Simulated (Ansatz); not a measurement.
Relaxing Al2Ga

Method: Ansatz, DFT PBE, scalar-relativistic, plane waves, PAW.

The start puts Al2Ga on the tetragonal zirconia structure type (P4_2/nmc, No. 137), with Ga in place of Zr, Al in place of O, at a guessed volume.

Input of the last, converged step (default PAW datasets):

```yaml
crystal:
  lattice:
    - [-2.2079720182, 2.2079720182, 2.9744403798]
    - [2.2079720182, -2.2079720182, 2.9744403798]
    - [2.2079720182, 2.2079720182, -2.9744403798]
  atoms:
    - { symbol: Al, position: [0.75, 0.25, 0.5] }
    - { symbol: Al, position: [0.25, 0.75, 0.5] }
    - { symbol: Ga, position: [0.0, 0.0, 0.0] }
basis:
  ecutwfc: 420
kpoints:
  mp_grid: { grid: [14, 14, 14] }
hamiltonian:
  xc: pbe
scf:
  occupations: { method: gaussian, width: 0.1 }
output:
  forces: true
  stress: true
  eigenvalues: true
relax:
  adjacent_minimum: "off"
  f_tol: 0.01
  max_steps: 80
  cell: { stress_tol: 0.05 }
```

Launched as:

```bash
ansatz run input.yaml --threads 1 --pin off --max-ram 2560MiB --backend cpu --events-out ev --progress --plain --runs-dir out
```

It took 79 s on 1 thread of Arm Neoverse V1, on a shared host, peak memory 0.49 GiB.

End of the output:

```
SCF converged after 7 iterations
Free energy (F): -4857.686207 eV
Harris-Foulkes:  -4857.686207 eV  (|F-HF|=0.00e0)
Internal energy: -4857.681237 eV  (E = F + TS)
E sigma→0 (E₀):  -4857.683722 eV
Entropy (-TS):   -0.004970 eV (-1.657 meV/atom)
Fermi energy:    7.473557 eV
--- Per-component energies (eV) ---
  E_band       = -49.293444
  E_kinetic    = 159.034604
  E_local      = -2313.371802  (includes V_loc(G=0)·N_el)
  E_nonlocal   = 443.327675
  E_hartree    = 1095.322304
  E_xc         = -147.906337
  E_vxc        = -115.034985  (∫ρ·V_xc dr)
  E_paw        = -2920.696821  (= ΣΔE_a)
  E_vpaw       = -413.893392  (= ΣTr[D̂ρ^β])
  E_aug_tail   = -0.000134  (compensation charges beyond the density's cutoff)
  E_ewald      = -1173.390725
  E_smearing   = -0.004970  (= −TS)
  E_closure    =  0.000000  (closes the sum)
  Σ components = -4857.686207   (vs F -4857.686207, Δ=0.00e0)
--- Forces (eV/Å), atoms counted from 1 ---
  atom   1  Al     0.00000000     0.00000000     0.00000000
  atom   2  Al     0.00000000     0.00000000     0.00000000
  atom   3  Ga     0.00000000     0.00000000     0.00000000
  max |Σ_I F_I| component: 8.67e-19 eV/Å
--- Stress (GPa, compression-positive) ---
        0.003052       0.000000       0.000000
        0.000000       0.003052       0.000000
        0.000000       0.000000       0.028303
  P = ⅓ Tr σ = 0.0115 GPa (0.115 kbar)
--- Relaxed structure (6 steps of the walk, 5 accepted, 1 SCFs on fresh bases) ---
  F+E_penalty+E_count = -4857.68620719 eV   max|allowed force component| = 5.782e-19 eV/Å   (the final SCF, on the basis selected at the relaxed cell)
  cell:  # Å, volume = 58.1156 Å³
    - [-2.174414, 2.174414, 3.072900]
    - [2.174414, -2.174414, 3.072900]
    - [2.174414, 2.174414, -3.072900]
  atoms:
    - { symbol: Al, position: [0.750000, 0.250000, 0.500000] }
    - { symbol: Al, position: [0.250000, 0.750000, 0.500000] }
    - { symbol: Ga, position: [0.000000, 0.000000, 0.000000] }
```

Total energies depend on the potentials used, so only differences within one code and one set of settings carry meaning.

The result has space group Fm-3m (No. 225). Al has 4 Ga at 2.66 Å and 6 Al at 3.07 Å; around Ga lie 8 Al at 2.66 Å.

Against the elements it lies at 0.11 eV/atom. Formation energies are uncorrected and refer to the elements' standard structures at the same level.

For metals, differences of a few meV/atom aren't resolved.

Symmetry constrained the relaxation, so the result can be a saddle point.